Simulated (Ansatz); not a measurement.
A run of Ansatz (development build ahead of 0.2.0) on singlet C₃H₆ at this shape:

```xyz
9

C     0.8657    0.0000    0.0000
C    -0.4329    0.7497    0.0000
C    -0.4329   -0.7497    0.0000
H     1.4622    0.0000    0.9165
H     1.4622    0.0000   -0.9165
H    -0.7311    1.2663   -0.9165
H    -0.7311    1.2663    0.9165
H    -0.7311   -1.2663    0.9165
H    -0.7311   -1.2663   -0.9165
```

Its results:

```yaml
Converged: yes
Reference_energy: -117.10103 hartree
Correlation_energy: -0.49984 hartree
Total_energy: -117.60086 hartree
Spin_squared_of_the_determinant: 0.000
```

**Question.** Which input gives this output? Name the method, the orbitals and the basis set, and write the input.

**Answer.** RHF-MP2 in def2-TZVP. An unrestricted run that stays on the closed shell gives the same numbers.

```yaml
crystal:
  periodic: [false, false, false]
  atoms:
    - { symbol: C, position_ang: [0.86569, 0.0, 0.0] }
    - { symbol: C, position_ang: [-0.43285, 0.74971, 0.0] }
    - { symbol: C, position_ang: [-0.43285, -0.74971, 0.0] }
    - { symbol: H, position_ang: [1.4622, 0.0, 0.91647] }
    - { symbol: H, position_ang: [1.4622, 0.0, -0.91647] }
    - { symbol: H, position_ang: [-0.7311, 1.2663, -0.91647] }
    - { symbol: H, position_ang: [-0.7311, 1.2663, 0.91647] }
    - { symbol: H, position_ang: [-0.7311, -1.2663, 0.91647] }
    - { symbol: H, position_ang: [-0.7311, -1.2663, -0.91647] }
basis:
  gaussian: { orbitals: def2-TZVP }
hamiltonian:
  xc: hf
correlation:
  method: mp2
  frozen_orbitals: { C: 1, H: 0 }
```
